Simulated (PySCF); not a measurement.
# PN⁺: frontier orbitals

PBE0 at R = 1.474 Å; basis P def2-TZVP, N def2-TZVP; no relativity; PySCF 2.14. State: ²Π (doublet), unpaired electrons π ↑, a second solution, started from another occupation. Only the outer orbitals are listed, counted within each symmetry.

```
spin  orbital  occ.  ε (eV)  on P (%)         main shells (%)
   α       5σ     1  -34.26        37  55 N s, 24 P s, 10 P p
   α       6σ     1  -22.66        70   61 P s, 21 N s, 8 P p
   α       2π     1  -19.86        37          62 N p, 32 P p
   α       2π     1  -18.63        41          58 N p, 36 P p
   α       7σ     1  -18.02        36  49 N p, 27 P p, 15 N s
   α       3π     0  -11.30        74          69 P p, 26 N p
   α       3π     0  -10.52        71          64 P p, 29 N p
   β       5σ     1  -32.81        39  52 N s, 26 P s, 10 P p
   β       6σ     1  -22.13        73  60 P s, 21 N s, 12 P p
   β       2π     1  -18.19        45          54 N p, 41 P p
   β       7σ     1  -17.68        33  51 N p, 25 P p, 16 N s
   β       2π     0  -14.96        55          52 P p, 44 N p
   β       3π     0  -10.34        68          59 P p, 32 N p
   β       3π     0   -9.55        58  47 P p, 42 N p, 11 P d
```

**Question.** Which are the highest filled and the lowest empty level, where do they sit, and how wide is the gap?

**Answer.** Highest filled β 7σ at -17.68 eV (in %: 51 N p, 25 P p, 16 N s); lowest empty β 2π at -14.96 eV (in %: 52 P p, 44 N p); the gap at PBE0 is 2.72 eV.

The bond order (Mayer) is 2.36. The ⟨S²⟩ is 0.755. The charge on P (Mulliken, basis-dependent) is 0.89, the charge on P (Löwdin, basis-dependent) is 1.00 and the dipole moment (positive dipole points towards N; it is taken about the centre of mass and depends on that origin) is -2.54 D.
